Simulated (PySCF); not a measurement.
trisilylamine, optimised at PBE/def2-SVP:

```xyz
13

Si     0.0156     0.0940     0.2040
N      0.2662     1.1210    -1.2145
Si     1.7454     0.9617    -2.1717
Si    -0.9628     2.3069    -1.6761
H      1.2256    -0.7939     0.3262
H     -0.1272     0.9068     1.4640
H     -1.2128    -0.7657     0.0616
H      1.6559     1.9619    -3.2937
H      2.9753     1.2510    -1.3519
H      1.8876    -0.4197    -2.7548
H     -0.4200     3.7116    -1.6538
H     -2.0819     2.1963    -0.6749
H     -1.5079     2.0391    -3.0544
```

Method: PySCF energies plus ideal-gas RRHO corrections (1 bar). 6-31G* has spherical d functions here. All species are closed-shell singlets. B3LYP is the form with VWN-RPA correlation.

Question: List the harmonic frequencies (cm⁻¹, unscaled) at this level and at the other levels, each on its own geometry.

Answer: 
- PBE/def2-SVP: 46, 69, 70, 164, 164, 165, 469, 624, 662, 662, 662, 663, 705, 897, 897, 899, 902, 902, 919, 931, 931, 972, 972, 983, 2150, 2150, 2154, 2154, 2156, 2159, 2165, 2168, 2168
- B3LYP/6-31G*: 73, 73, 75, 179, 180, 180, 481, 659, 690, 691, 691, 691, 741, 947, 947, 952, 955, 955, 970, 980, 980, 1007, 1007, 1042, 2238, 2238, 2240, 2240, 2244, 2244, 2256, 2256, 2256
- HF/6-31G*: 87, 88, 125, 204, 204, 205, 509, 717, 742, 742, 750, 750, 827, 1030, 1030, 1039, 1039, 1047, 1058, 1066, 1066, 1090, 1090, 1134, 2367, 2367, 2369, 2373, 2378, 2378, 2384, 2384, 2400
- PBE0/def2-TZVP: 83, 83, 100, 162, 162, 162, 492, 648, 687, 687, 691, 691, 740, 937, 937, 939, 939, 940, 955, 965, 965, 1015, 1017, 1017, 2214, 2215, 2215, 2217, 2217, 2220, 2225, 2225, 2229
